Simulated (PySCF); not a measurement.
**Computed spin Hamiltonian**

C₄H₅N₂ (doublet state).
Z-matrix (Å and degrees, GFN2-xTB geometry), rows numbered from 1:
```
C 
C   1  1.3013
N   2  1.2177  1  169.78
C   3  1.3360  2  138.49  1   167.15
N   4  1.3202  3  126.08  2    17.54
C   5  1.2842  4  126.05  3     9.40
H   1  1.0757  2  121.31  3   -54.63
H   1  1.0754  2  121.52  3   126.92
H   4  1.0779  3  115.93  2  -164.49
H   6  1.0908  5  123.85  4    10.45
H   6  1.0759  5  117.84  4  -172.15
```

The hyperfine couplings belong to this conformer and change with its torsions.

As a line formula: `C=[C]/N=C\N=C` [radical].

Method: UKS B3LYP, pcH-1 on C H N, non-relativistic, mean-field spin-orbit, GIAO in PySCF. One conformer (not necessarily the lowest) at the GFN2-xTB geometry, without solvent, vibrations or thermal averaging. A GFN2-xTB geometry isn't a minimum of the functional, and hyperfine couplings can be far from their values at a DFT geometry. The frame is twisted about the N3–C4 bond at this geometry (dihedral C2–N3–C4–N5 = 18°); couplings at other torsion angles weren't computed. Stability of the SCF solution: not tested.

| Property | Result |
| --- | --- |
| g1, g2, g3 | 2.00208, 2.00232, 2.00256 |
| g_iso | 2.00232 |
| Form of g | rhombic: the two nearest values differ by 49 % of g3 − g1 |
| ⟨S²⟩ | 0.7695 (exact 0.7500) |
| α and β electrons | 22, 21 |
| Total energy | -264.83508 Eh |
| Basis functions | 200 |

Isotropic coupling and dipolar principal values T1 to T3, in G; ρ(0) is the spin density at the nucleus (MHz turned into gauss with g_iso; 10 G = 1 mT):

```tsv
atom	isotope	a_iso	T1	T2	T3	Mulliken spin population	ρ(0) (bohr⁻³)
C1	13C	-1.0	-3.3	-2.8	6.1	0.09	-0.0026
C2	13C	3.3	-7.1	-4.8	11.9	0.14	0.0081
N3	14N	-1.6	-2.8	0.1	2.6	-0.04	-0.0140
C4	13C	17.0	-15.7	-14.8	30.6	0.48	0.0425
N5	14N	-2.0	-4.9	1.4	3.5	-0.12	-0.0170
C6	13C	15.4	-14.3	-13.7	28.0	0.49	0.0384
H7	1H	9.6	-1.6	-0.8	2.5	0.01	0.0060
H8	1H	9.0	-1.6	-0.4	2.0	0.01	0.0056
H9	1H	-14.0	-7.0	-0.6	7.6	-0.03	-0.0088
H10	1H	-8.6	-5.6	-1.1	6.7	-0.02	-0.0054
H11	1H	-9.7	-6.8	-0.5	7.3	-0.02	-0.0061
```

The Mulliken spin populations are largest on C6 (+0.49), C4 (+0.48), C2 (+0.14) and N5 (-0.12). The positive populations add up to 1.23 and the negative ones to -0.23, together 2S = 1.

The SMILES `C=[C]/N=C\N=C` draws the unpaired electron on C2, whose computed spin population is only +0.14.

Under fast tumbling the dipolar parts average out, and these isotropic splittings remain (the largest six): 1 × 1H (H9, I = 1/2, 2 lines) with 1.40 mT, 1 × 1H (H11, I = 1/2, 2 lines) with 0.97 mT, 1 × 1H (H7, I = 1/2, 2 lines) with 0.96 mT, 1 × 1H (H8, I = 1/2, 2 lines) with 0.90 mT, 1 × 1H (H10, I = 1/2, 2 lines) with 0.86 mT and 1 × 14N (N5, I = 1, 3 lines) with 0.20 mT.

The 13C coupling of C4 (47.7 MHz) shows only in satellite lines or after enrichment, since that isotope makes up about 1.07 % of natural carbon.

Examples of negative spin density at the nucleus (bohr⁻³): N5 (-0.0170), N3 (-0.0140) and H9 (-0.0088).
